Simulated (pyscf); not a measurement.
Thermochemistry of product channels of H₂B–AsH₂ + gallane (GaH₃) on the singlet surface, in eV, from ωB97M-D3(BJ)/def2-TZVP energies (ideal gas, 1 atm, RRHO with modes under 100 cm⁻¹ raised to 100, one conformer, R ln 2 for rigid chiral ones). Structures and frequencies: ωB97X-D3(BJ)/def2-SVP in PySCF.

```json
[
 {"products": "H₂Ga–BH–AsH₂ + hydrogen (H₂)", "ΔE": "+0.27", "ΔH(298 K)": "+0.23", "ΔG(298 K)": "+0.28", "ΔG(900 K)": "[?]"},
 {"products": "H₂Ga–AsH₂ + borane (BH₃)", "ΔE": "-0.36", "ΔH(298 K)": "-0.33", "ΔG(298 K)": "-0.34", "ΔG(900 K)": "[?]"}
]
```

### Question
Some entries are withheld; supply them.

### Answer

- H₂Ga–BH–AsH₂ + hydrogen (H₂), ΔG(900 K): +0.31
- H₂Ga–AsH₂ + borane (BH₃), ΔG(900 K): -0.38

These are energies of the channels, which say nothing of barriers. H₂Ga–BH–AsH₂ lies 0.92 eV over its isomer H₂B–AsH–GaH₂, and others may lie lower still (electronic energy, ωB97M-D3(BJ)). Elements up to Kr have no core potential and no relativistic terms here.
